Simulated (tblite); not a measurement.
# C2H7N: the cost of one run

Computed with tblite 0.8.0 and PySCF 2.14.0; each step states its level. No surroundings beyond the atoms listed, unless a continuum is named. Atoms count from 0, parts from 1.

## 1. The system as given

10 atoms, charge 0, multiplicity 1; geometry: rigid parts in contact. Parts: 1 = atoms 0–3, `N`, charge 0; 2 = atoms 4–9, `C=C`, charge 0.

## 2. Bringing the parts together with GFN2-xTB

What the job is given:

```
{"job": {"kind": "dock", "xc": "GFN2-xTB", "basis": "xTB"}, "charge": 0, "multiplicity": 1, "parts": [{"atoms": "0-3", "charge": 0, "multiplicity": 1}, {"atoms": "4-9", "charge": 0, "multiplicity": 1}]}
N      0.001070     0.003232     0.275024
H      0.924869    -0.188995    -0.092809
H     -0.625952    -0.707961    -0.080630
H     -0.299988     0.893724    -0.101585
C      1.761977    -0.494173     4.120370
C      2.091615    -0.360257     2.853037
H      2.503034    -0.536732     4.901755
H      0.734961    -0.567722     4.438861
H      1.350729    -0.317419     2.071429
H      3.118757    -0.287606     2.534709
```

Method: GFN2-xTB search for minima from random contacts, gas phase.

The run is started by

```
$ OMP_NUM_THREADS=1 python cluster_run.py task.json out
```

One launch serves the whole session: the jobs run in the order shown.

Q: Estimate the wall time of this first job on 1 thread of Arm Neoverse V2, shared host.

About 3.1 s.
